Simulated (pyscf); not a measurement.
Single points on ωB97X-D3(BJ)/def2-SVP structures (PySCF, gas phase).

Task: For H₃Si–SiH₂–Cl + H₂ → H₃Si–SiH₃ + HCl, a four-centre exchange (singlet surface; Cl–Si, H–H broken, H–Si, Cl–H formed), PBE/def2-TZVP gives ΔE‡ = 190.0 kJ/mol and ΔE = +67.3 kJ/mol (zero: the separated reactants). In which direction and how far do r²SCAN/def2-TZVP, B3LYP-D3(BJ)/def2-TZVP, ωB97M-D3(BJ)/def2-TZVP move these?

Result: r²SCAN: ΔE‡ = 202.8 kJ/mol, ΔE = +74.3 kJ/mol; B3LYP-D3(BJ): ΔE‡ = 209.4 kJ/mol, ΔE = +72.4 kJ/mol; ωB97M-D3(BJ): ΔE‡ = 213.5 kJ/mol, ΔE = +69.4 kJ/mol. PBE's barrier lies under all of them, by 12.8 to 23.5 kJ/mol. Its reaction energy lies under all of them, by 2.1 to 7.0 kJ/mol. This is the saddle that the search found; another between the same sides may lie lower.
